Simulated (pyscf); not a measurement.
Structures and frequencies: ωB97X-D3(BJ)/def2-SVP in PySCF.

Question: For H₂S + O=W(Cl)(Cl)(Cl)–Cl → HO–W(SH)(Cl)(Cl)(Cl)–Cl, an addition across a multiple bond or ene-type step (singlet surface; H–S broken, S–W, H–O formed), PBE/def2-TZVP gives ΔE‡ = 92.8 kJ/mol and ΔE = +43.1 kJ/mol (zero: the separated reactants). In which direction and how far do B3LYP-D3(BJ)/def2-TZVP, M06-2X/def2-TZVP, ωB97M-D3(BJ)/def2-TZVP move these?

Answer: B3LYP-D3(BJ): ΔE‡ = 102.4 kJ/mol, ΔE = +36.6 kJ/mol; M06-2X: ΔE‡ = 124.3 kJ/mol, ΔE = +57.1 kJ/mol; ωB97M-D3(BJ): ΔE‡ = 126.0 kJ/mol, ΔE = +61.4 kJ/mol. PBE's barrier lies under all of them, by 9.6 to 33.2 kJ/mol. Its reaction energy lies among theirs. Low barriers are usual for a GGA, whose delocalisation error favours stretched bonds. On the reactant side the descent ends in an adduct with a S–W contact, 24.5 kJ/mol under the separated species and 123.9 kJ/mol under the saddle at ωB97X-D3(BJ)/def2-TZVP. What is counted as formed (S–W) is already present as a longer contact in the reactant adduct; forming that adduct is a step of its own. At ωB97X-D3(BJ)/def2-TZVP the barrier from the zero used here is 99.4 kJ/mol. One saddle was located; it need not be the lowest between these sides. Elements past Kr carry the def2 core potentials, without spin-orbit coupling.
